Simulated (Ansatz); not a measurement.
C4H7Cl can be A, `C/C=C(\C)Cl`, or B, `C=C(Cl)CC`.

Computed with Ansatz on PBE0-D4/def2-TZVP structures; ΔE is electronic, products minus reactants. CCSD(T)/CBS is the MP2 limit (def2-TZVPP, def2-QZVPP) plus CCSD(T) − MP2 in def2-TZVPP, frozen cores. DFT in def2-TZVPP. Each species was taken in one conformer, which may not be the lowest.

Which is lower in electronic energy at CCSD(T)/CBS, and by how much? (Best estimate.)

Ansatz gave: A, by 1.0 kcal/mol.

Give E(B) − E(A) in kcal/mol with HF/def2-TZVPP, B2PLYP, ωB97M-V, r2SCAN-D4, CCSD/def2-TZVPP, BLYP-D4, CCSD(T)/def2-SVP. (Estimate.)

Computed: HF/def2-TZVPP 0.9, B2PLYP 1.5, ωB97M-V 1.2, r2SCAN-D4 1.8, CCSD/def2-TZVPP 0.9, BLYP-D4 1.7, CCSD(T)/def2-SVP 0.6. None reverses the order clearly.

Does the order hold for the free energy at 298.15 K (harmonic terms from PBE0-D4)? (Best estimate.)

The calculation gave: Yes: G(B) − G(A) = +1.5 kcal/mol, for one conformer each.

Largest T1 diagnostic: 0.010.

Leaving LDA and LC-ωPBE aside and taking each functional with its dispersion term where it has one, the values, not all of them listed here, spread over 0.9 kcal/mol, from ωB97M-V to PBE-D4.
